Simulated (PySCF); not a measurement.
Orbital picture of MgC⁺

BP86 at R = 2.017 Å; basis Mg x2c-SVPall, C x2c-SVPall; spin-free X2C with a Gaussian nucleus; PySCF 2.14. State: ⁴Σ⁻ (quartet), unpaired electrons σ ↑, π ↑↑. Only the outer orbitals are listed, counted within each symmetry.

```tsv
spin	orbital	occ.	ε (eV)	on Mg (%)	main shells (%)
α	1π	1	-56.73	100	100 Mg p
α	1π	1	-56.73	100	100 Mg p
α	4σ	1	-56.70	100	100 Mg p
α	5σ	1	-19.88	12	87 C s
α	6σ	1	-12.71	39	55 C p, 39 Mg s
α	2π	1	-11.35	13	87 C p, 10 Mg p
α	2π	1	-11.35	13	87 C p, 10 Mg p
α	7σ	0	-10.16	75	52 Mg s, 26 C p, 22 Mg p
α	3π	0	-6.83	92	89 Mg p
α	3π	0	-6.83	92	89 Mg p
β	1π	1	-56.64	100	100 Mg p
β	1π	1	-56.64	100	100 Mg p
β	4σ	1	-56.62	100	100 Mg p
β	5σ	1	-17.10	21	74 C s, 12 Mg s
β	6σ	0	-10.51	77	73 Mg s, 12 C s, 12 C p
β	2π	0	-8.52	34	66 C p, 30 Mg p
β	2π	0	-8.52	34	66 C p, 30 Mg p
```

**Question.** Which are the highest filled and the lowest empty level, where do they sit, and how wide is the gap?

**Answer.** Highest filled α 2π at -11.35 eV (in %: 87 C p, 10 Mg p); lowest empty β 6σ at -10.51 eV (in %: 73 Mg s, 12 C s, 12 C p); the gap at BP86 is 0.84 eV.

The bond order (Mayer) is 1.34. The ⟨S²⟩ is 3.752. The charge on Mg (Mulliken, basis-dependent) is 1.02, the charge on Mg (Löwdin, basis-dependent) is 0.84 and the dipole moment (positive dipole points towards C; it is taken about the centre of mass and depends on that origin) is -5.91 D.

The state is the lowest determinant that a PBE0 search found; another state may lie lower at other levels.
